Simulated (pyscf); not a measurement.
**Insertion: B–O–SiH₃ [singlet] + hydrogen (H₂) → H₂B–O–SiH₃**

Gas phase, singlet surface, charge 0. Bonds broken: H3–H5. Bonds formed: B1–H3, B1–H5. Structures and frequencies: ωB97X-D3(BJ)/def2-SVP in PySCF.

Transition state (Å):

```xyz
8

B      2.1411    -0.4013     0.6046
O      1.0468    -0.4696    -0.1236
H      2.8306     0.3416     1.3337
Si    -0.2619     0.5121    -0.5695
H      2.1145     1.1840     1.1978
H     -0.0266     1.8544     0.0257
H     -1.4938    -0.1232    -0.0392
H     -0.2953     0.5562    -2.0523
```

One imaginary mode, 1560i cm⁻¹; descent along it reached the two sides named.

| bond | change | reactant side (Å) | saddle | product side |
|---|---|---|---|---|
| H3–H5 | breaks | 0.760 | 1.114 | 2.122 |
| B1–H3 | forms | 3.1 | 1.249 | 1.211 |
| B1–H5 | forms | 3.8 | 1.693 | 1.217 |

Electronic energies relative to the separated reactants (kcal/mol):

```tsv
level	barrier	reaction energy	reverse barrier
ωB97X-D3(BJ)/def2-TZVP	41.0	-55.6	96.5
PBE/def2-TZVP	30.7	-55.6	86.3
r²SCAN/def2-TZVP	33.5	-56.8	90.3
B3LYP-D3(BJ)/def2-TZVP	37.0	-54.4	91.4
PBE0-D3(BJ)/def2-TZVP	33.9	-57.9	91.8
M06-2X/def2-TZVP	42.1	-54.4	96.5
ωB97M-D3(BJ)/def2-TZVP	41.0	-52.6	93.6
HF/def2-TZVP	56.9	-51.3	108.1
```

With ωB97M-D3(BJ)/def2-TZVP energies and thermal terms (ideal gas, 1 atm, RRHO with modes under 100 cm⁻¹ raised to 100, one conformer, R ln 2 for chiral ones without a mode under 150 cm⁻¹), in kcal/mol:

```csv
T (K),ΔH‡,ΔG‡,ΔH,ΔG
298,41.2,49.4,-48.3,-39.9
600,40.5,58.0,-49.1,-31.1
900,40.4,66.8,-49.2,-22.0
1200,40.6,75.6,-48.8,-13.1
```

B–O–SiH₃ [singlet] lies 19.4 kcal/mol over its isomer O=B–SiH₃ (electronic energy, ωB97M-D3(BJ)/def2-TZVP). This is the saddle that the search found; another between the same sides may lie lower.
